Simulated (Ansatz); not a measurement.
Basis-set extrapolation for C$_{4}$H$_{6}$O$_{2}$ (`C=C(O)CC=O`) (PBE0-D4/def2-TZVP geometry, frozen core, the Gaussian-basis code of Ansatz). Multiplicity 1, RHF reference.

|  | def2-TZVPP | def2-QZVPP |
| --- | --- | --- |
| HF | -304.785041 | -304.798811 |
| MP2 correlation | -1.111679 | -1.191051 |
| CCSD(T) correlation | -1.191017 | not run |

Energies in hartree. Use E(X) = E(∞) + A·exp(−7.88·√X) for Hartree–Fock and E(X) = E(∞) + B·X^(−2.97) for correlation, with X = 3 and 4, and add CCSD(T) minus MP2 of the smaller set to the MP2 limit.

What is the CCSD(T) energy at the basis-set limit?

HF limit: -304.798811 + (-0.013770) × 0.13774 = -304.80071. MP2 limit: -1.191051 + (-0.079372) × 0.74074 = -1.24985. Higher-order term: -1.191017 − (-1.111679) = -0.07934. Total: -306.12990 hartree, 403.9 kJ/mol below CCSD(T)/def2-TZVPP.
